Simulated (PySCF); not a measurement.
Compound: C3H3NO.
InChI=1S/C3H3NO/c4-2-1-3-5/h3H,1H2

Theory: MP2 and CCSD/aug-cc-pVDZ in PySCF, restricted Hartree–Fock reference, 5 core orbitals frozen, non-relativistic, gas phase, PBE0-D3(BJ)/def2-SVP geometry.

E(HF) = -244.67426 Eh.

How large is the problem?

142 basis functions and 36 electrons; 5 orbitals frozen, which leaves o = 13 correlated occupied and v = 124 virtual orbitals. That is o·v = 1612 singles and o·v(o·v + 1)/2 = 1300078 distinct closed-shell doubles amplitudes before symmetry; the costliest CCSD step grows as o²v⁴ = 4.0 × 10^10.

What are the MP2 and CCSD correlation energies?

MP2 -0.7531 Eh and CCSD -0.7763 Eh, which gives totals of -245.42739 and -245.45058 Eh. That is 0.812 eV for each correlated electron at CCSD (2038 kJ/mol in all, 0.316 % of the total energy); MP2 gives 97.0 % of the CCSD value.

What is the T1 diagnostic?

0.0152, below the customary warning level of 0.02. It is the norm of the spatial-orbital singles amplitudes over the root of the number of correlated electrons, so the norm is 0.078.

How does correlation change the dipole moment?

HF gives 1.78 D and CCSD (unrelaxed density) 1.78 D, a change of 0.00 D; the two vectors are 8° apart.

Connected triples and the basis-set limit are missing.

The job also held the EOM ionisation roots. On one thread, AMD EPYC 9R14 (x86_64), no GPU, shared host with 96 logical CPUs at a one-minute load of 22, this took 87 s of wall time and 2.5 GiB of memory at its peak.

Shape of the structure used: `[N:1]#[C:2][CH2:3][CH:4]=[O:5]`: C2–C3–C4–O5 -161°.

One conformer stands for the species.
